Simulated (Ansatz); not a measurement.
**C5H12S: up Jacob's ladder to CCSD(T)**

One table from this session's results is given with a row withheld; the runs are named, their logs left out.

Method: functionals in def2-TZVPP, the program's frozen cores in correlated methods; program: Ansatz 0.2.0, Gaussian basis.

Levels to be run: LDA (SPW92), PBE-D4, revPBE-D4, BLYP-D4, r2SCAN-D4, B97M-V, PBE0-D4, B3LYP-D4, r2SCANh-D4, r2SCAN0-D4, HSE06-D4, BHLYP-D4, CAM-B3LYP-D4, LC-ωPBE, ωB97X-V, ωB97M-V, B2PLYP, PBE-QIDH; CCSD(T)/def2-SVP; CCSD(T)/def2-TZVPP; MP2/def2-QZVPP; extrapolation to the limit; RPA on PBE.

## The relaxed structure

All runs share one geometry, relaxed beforehand with PBE0-D4 in a triple-zeta def2 set.

18 atoms, charge 0, spin multiplicity 1.

Atoms are counted from 1 here; the program's logs count them from 0.

Bond lengths: C1–C2 1.517 Å, C1–H7 1.092 Å, C1–H8 1.092 Å, C1–H9 1.092 Å, C2–S3 1.807 Å, C2–H10 1.092 Å, C2–H11 1.092 Å, S3–C4 1.819 Å, C4–C5 1.519 Å, C4–C6 1.519 Å, C4–H12 1.096 Å, C5–H13 1.094 Å, C5–H14 1.091 Å, C5–H15 1.093 Å, C6–H16 1.093 Å, C6–H17 1.091 Å, C6–H18 1.094 Å. Angles: C2–C1–H7 110.3°, C2–C1–H8 111.1°, C2–C1–H9 111.1°, H7–C1–H8 108.1°, H7–C1–H9 108.2°, H8–C1–H9 108.0°, C1–C2–S3 108.8°, C1–C2–H10 110.2°, C1–C2–H11 110.2°, S3–C2–H10 109.7°, S3–C2–H11 109.7°, H10–C2–H11 108.2°, C2–S3–C4 103.0°, S3–C4–C5 112.8°, S3–C4–C6 112.8°, S3–C4–H12 101.2°, C5–C4–C6 112.2°, C5–C4–H12 108.5° and more.

The first run:

File in.yaml:

```yaml
crystal:
  periodic: [false, false, false]
  atoms:
    - {symbol: C, position_ang: [1.060728, -0.146841, 2.672635]}
    - {symbol: C, position_ang: [0.560256, 0.237242, 1.292771]}
    - {symbol: S, position_ang: [-0.107333, -1.234602, 0.485251]}
    - {symbol: C, position_ang: [-0.618629, -0.610357, -1.145338]}
    - {symbol: C, position_ang: [0.553095, -0.136250, -1.987871]}
    - {symbol: C, position_ang: [-1.722628, 0.429403, -1.058846]}
    - {symbol: H, position_ang: [1.466699, 0.728218, 3.185326]}
    - {symbol: H, position_ang: [0.253269, -0.554658, 3.284521]}
    - {symbol: H, position_ang: [1.848609, -0.900348, 2.609335]}
    - {symbol: H, position_ang: [-0.218551, 0.999087, 1.372546]}
    - {symbol: H, position_ang: [1.378372, 0.645703, 0.695134]}
    - {symbol: H, position_ang: [-1.029923, -1.518036, -1.600463]}
    - {symbol: H, position_ang: [0.216613, 0.112713, -2.998908]}
    - {symbol: H, position_ang: [1.324654, -0.903982, -2.058293]}
    - {symbol: H, position_ang: [1.005152, 0.764521, -1.565392]}
    - {symbol: H, position_ang: [-1.359468, 1.354275, -0.603960]}
    - {symbol: H, position_ang: [-2.562927, 0.064980, -0.466462]}
    - {symbol: H, position_ang: [-2.085689, 0.680431, -2.060084]}
basis:
  gaussian: {orbitals: def2-TZVPP}
hamiltonian: {xc: lda}
output: {orbitals: {seedname: orbitals}}
```

Started as:

```console
> ansatz run in.yaml --threads 2 --pin off --events-out ev --progress --plain --max-ram 32768MiB --backend cuda --devices 0, --max-vram 18GiB
```

Steps of the session up to this table: LDA; PBE-D4 (GGA); revPBE-D4 (GGA); BLYP-D4 (GGA); r2SCAN-D4 (meta-GGA); B97M-V (meta-GGA); PBE0-D4 (hybrid); B3LYP-D4 (hybrid); r2SCANh-D4 (hybrid); r2SCAN0-D4 (hybrid); HSE06-D4 (hybrid); BHLYP-D4 (hybrid); CAM-B3LYP-D4 (range-separated); LC-ωPBE (range-separated); ωB97X-V (range-separated); ωB97M-V (range-separated); B2PLYP (double hybrid); PBE-QIDH (double hybrid).

One table of the session follows, with a row left open; its other results are not shown here.

It belongs to the step «Frontier levels by functional». 

| functional | HOMO (eV) | LUMO (eV) | gap (eV) |
| --- | --- | --- | --- |
| LDA (SPW92) | -5.05 | -0.21 | 4.85 |
| PBE-D4 | -4.94 | -0.01 | 4.92 |
| revPBE-D4 | -4.89 | 0.08 | 4.97 |
| BLYP-D4 | -4.80 | 0.05 | 4.85 |
| r2SCAN-D4 | -5.16 | 0.40 | 5.56 |
| B97M-V | -5.30 | 0.17 | 5.47 |
| PBE0-D4 | -6.15 | 0.88 | 7.04 |
| B3LYP-D4 | ? | ? | ? |
| r2SCANh-D4 | -5.62 | 0.73 | 6.35 |
| r2SCAN0-D4 | -6.30 | 1.19 | 7.49 |
| HSE06-D4 | -5.75 | 0.51 | 6.26 |
| BHLYP-D4 | -7.26 | 1.61 | 8.87 |
| CAM-B3LYP-D4 | -7.51 | 1.75 | 9.26 |
| LC-ωPBE | -8.89 | 3.04 | 11.93 |
| ωB97X-V | -8.55 | 2.82 | 11.37 |
| ωB97M-V | -8.40 | 2.45 | 10.85 |

Estimate the missing values for B3LYP-D4.

Worked estimate for «HOMO (eV)». Against the share of exact exchange, BLYP-D4 (0, -4.80), BHLYP-D4 (0.5, -7.26) give a slope of -4.92 per unit share; at 0.2 the line stands at -5.78.

**Answer.** HOMO (eV): -5.93; LUMO (eV): 0.59; gap (eV): 6.52. In «HOMO (eV)» the line misses by +0.15.
